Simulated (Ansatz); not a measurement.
The first iterations of a band of H3P + H4OSi (10 atoms, charge 0, multiplicity 1).

The calculation used RKS LDA/6-31G* (Ansatz).

```yaml
movable_images: 5
climbing_image: yes
spring: 0.5 eV/Å²
optimiser: quadratic models (default)
start_path: through a guess of the saddle point
force_threshold: 0.05 eV/Å
iteration_limit: 60
end_points: relaxed
```

First end point:

```xyz
10
Properties=species:S:1:pos:R:3
Si -0.212 0.206 0.028
O -0.066 0.222 1.686
H -0.901 0.182 2.192
H 1.183 0.307 -0.500
H -1.022 1.373 -0.471
H -0.858 -1.050 -0.496
P 1.753 -2.848 1.301
H 0.663 -3.156 0.412
H 2.416 -2.062 0.294
H 1.066 -1.687 1.816
```

Last end point:

```xyz
10
Properties=species:S:1:pos:R:3
Si 0.351 -0.257 -0.383
O -0.587 -0.321 2.211
H -0.976 -1.178 2.480
H 0.918 -0.223 -1.782
H 0.470 1.130 0.165
H -1.081 -0.676 -0.497
P 1.566 -1.700 0.869
H 0.638 -2.785 0.707
H 2.436 -2.192 -0.166
H 0.288 -0.309 2.658
```

| iteration | highest image above the first end (eV) | largest band force component (eV/Å) |
| --- | --- | --- |
| 1 | 3.088 | 4.675 |
| 2 | 2.400 | 1.663 |
| 3 | 1.883 | 0.819 |
| 4 | 1.707 | 1.285 |
| 5 | 1.588 | 0.734 |
| 6 | 1.579 | 1.612 |
| 7 | 1.559 | 0.612 |
| 8 | 1.566 | 0.561 |
| 9 | 1.539 | 0.348 |
| 10 | 1.522 | 0.189 |
| 11 | 1.512 | 0.143 |

**Question.** Does the band converge within its limit, and where does its top end?

**Answer.** The run converged. It ended after 35 iterations with the highest image 1.487 eV above the first end. Neighbouring images differ by up to 1.3 eV, so the band resolves the path poorly. Another band between the same ends (5 images) ends at a top of the same energy, where a vibrational analysis finds 1 clearly imaginary mode. The orbitals stay closed-shell, which can raise the energy where a bond breaks towards radicals; this wasn't checked here.

The run took 4 min on 1 thread of Arm Neoverse V1 (shared host), peak memory 0.12 GiB.
